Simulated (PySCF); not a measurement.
**Boron: a sound run and one with changed settings**

Sound run: B [He] 2s2 2p1, B⁺ [He] 2s2. All numbers are calculated (PySCF 2.14, scalar relativity by spin-free X2C-1e, in cc-pVDZ-DK). The sound run starts from symmetry-adapted Hartree-Fock orbitals and uses a fine grid where one is needed.

Changed run: 26 angular points. This setting is unsound on purpose.

```csv
species,method,sound run (hartree),changed run (hartree),converged
B,UHF,-24.53669,-24.53669,yes
B,MN15,-24.63294,-24.63164,yes
B,M06-L,-24.65581,-24.65843,yes
B⁺,UHF,-24.24139,-24.24139,yes
B⁺,MN15,-24.33176,-24.33176,yes
B⁺,M06-L,-24.33766,-24.33766,yes
```

Ionisation energy of B:

```csv
method,sound run (eV),changed run (eV)
UHF,8.036,8.036
MN15,8.196,8.160
M06-L,8.657,8.729
```

A coarse angular grid integrates products of high-l functions wrongly, so density functionals can shift, and the SCF can exploit the error; Hartree-Fock and MP2 need no grid.

For comparison, NIST gives 8.298 eV between the lowest levels.
